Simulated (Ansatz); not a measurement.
A run of Ansatz (development build ahead of 0.2.0) on singlet C4H5N at this shape:

```xyz
10

N     1.1824    0.0000    0.0000
C     0.3654    1.1245    0.0000
C    -0.9566    0.6950    0.0000
C    -0.9566   -0.6950    0.0000
C     0.3654   -1.1245    0.0000
H     2.1974    0.0000    0.0000
H     0.7022    2.1612    0.0000
H    -1.8384    1.3357    0.0000
H    -1.8384   -1.3357    0.0000
H     0.7022   -2.1612    0.0000
```

Its results:

```yaml
Converged: yes
Reference_energy: -208.65370 hartree
Correlation_energy: -0.69674 hartree
Total_energy: -209.35044 hartree
Spin_squared_of_the_determinant: 0.000
```

(1) Which input gives this output? Name the method, the orbitals and the basis set, and write the input.

Answers

(1) RHF-MP2 in def2-SVP. An unrestricted run that stays on the closed shell gives the same numbers.

```yaml
crystal:
  periodic: [false, false, false]
  atoms:
    - { symbol: "N", position_ang: [1.1824, 0.0, 0.0] }
    - { symbol: C, position_ang: [0.36538, 1.12453, 0.0] }
    - { symbol: C, position_ang: [-0.95659, 0.695, 0.0] }
    - { symbol: C, position_ang: [-0.95659, -0.695, 0.0] }
    - { symbol: C, position_ang: [0.36538, -1.12453, 0.0] }
    - { symbol: H, position_ang: [2.1974, 0.0, 0.0] }
    - { symbol: H, position_ang: [0.70221, 2.16119, 0.0] }
    - { symbol: H, position_ang: [-1.83841, 1.33569, 0.0] }
    - { symbol: H, position_ang: [-1.83841, -1.33569, 0.0] }
    - { symbol: H, position_ang: [0.70221, -2.16119, 0.0] }
basis:
  gaussian: { orbitals: def2-SVP }
hamiltonian:
  xc: hf
correlation:
  method: mp2
  frozen_orbitals: { C: 1, H: 0, "N": 1 }
```
